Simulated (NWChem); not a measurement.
System: C2H3F; SMILES C(=C)F

Results from NWChem. The geometry was optimised at PBE0/def2-SVP. Level: M06-2X/def2-SVP with SMD (1 M gas to 1 M solution), gas-phase geometry.

Task: Predict the results for solvent water. Quantities: solvation free energy (kcal/mol); cavity-dispersion-structure term (kcal/mol); dipole in solution (D).

Result: 
```
Property                                     Value
-------------------------------------------  -----
solvation free energy (kcal/mol)               0.9
cavity-dispersion-structure term (kcal/mol)    3.7
dipole in solution (D)                        1.64
```
